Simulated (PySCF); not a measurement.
# Working out the ionisation energy of Cl

Cl [Ne] 3s2 3p5 (2P) → Cl⁺ [Ne] 3s2 3p4 (3P). Computed with PySCF 2.14 in aug-cc-pwCVTZ (8s7p5d3f, 75 functions), with no relativity, point nucleus. Frozen: nothing. Energies in hartree (1 hartree = 27.21139 eV):

```csv
part,Cl (lower),Cl⁺ (upper)
UHF,-459.486237,-459.053709
MP2 opposite-spin,-0.341618,-0.312897
MP2 same-spin,-0.127793,-0.118884
```

Q: What does Hartree-Fock give?

A: (-459.053709) − (-459.486237) = 0.432528 hartree = 11.770 eV.

Q: What do MP2 and SCS-MP2 (6/5 opposite-spin, 1/3 same-spin) give?

A: The opposite-spin parts differ by 0.782 eV and the same-spin parts by 0.242 eV. MP2: 11.770 + (0.782) + (0.242) = 12.794 eV. SCS-MP2: 11.770 + 1.2 × (0.782) + (0.242)/3 = 12.789 eV.

Measured between the centres of the two terms (NIST): 12.974 eV, so MP2 (all electrons) is off by -0.180 eV.

What remains against the reference includes basis incompleteness and correlation beyond second order.
